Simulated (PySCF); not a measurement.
Compound: H2O.
Atom-mapped SMILES: `[OH2:1]` (hydrogens: H2, H3 on O1)

Method: PBE0-D3(BJ)/def2-SVP geometry optimisation, gas phase (PySCF); density fitting, grid level 1; the optimiser is geomeTRIC in internal coordinates, started from a GFN2-xTB structure with every atom displaced at random (about 0.01 Å).

Step 0: E = -2075.5024 eV
```
atom  x, y, z in Å  |  force x, y, z in eV/Å
O1      0.0247    0.3530    0.0016   -2.812   2.123   0.036
H2     -0.7743   -0.1941   -0.0133    0.608  -0.009   0.002
H3      0.7556   -0.1938   -0.0075    2.204  -2.114  -0.038
```

**Question.** Estimate the geometry and energy of step 1. (The exact step hangs on the optimiser's Hessian estimate; all steps are aligned on step 0, rigid shifts and turns removed.)

**Answer.** E = -2075.5905 eV, largest force 0.313 eV/Å
```
atom  x, y, z in Å  |  force x, y, z in eV/Å
O1      0.0056    0.3805    0.0022    0.026   0.312   0.009
H2     -0.7572   -0.2004   -0.0134   -0.088  -0.164  -0.005
H3      0.7576   -0.2151   -0.0080    0.062  -0.148  -0.004
```

The energy changes by -0.0881 eV. The first-order estimate −F·Δx gives -0.1722 eV and the mean of the old and new forces, exact on a quadratic surface, -0.0916 eV. The step makes an angle of 33° with the force vector and moves no atom by more than 0.034 Å.

What follows is the cost of the whole optimisation. The run took 0.9 s on Intel Xeon 6975P-C, one thread (shared host), and the process peaked at 0.23 GiB of memory.
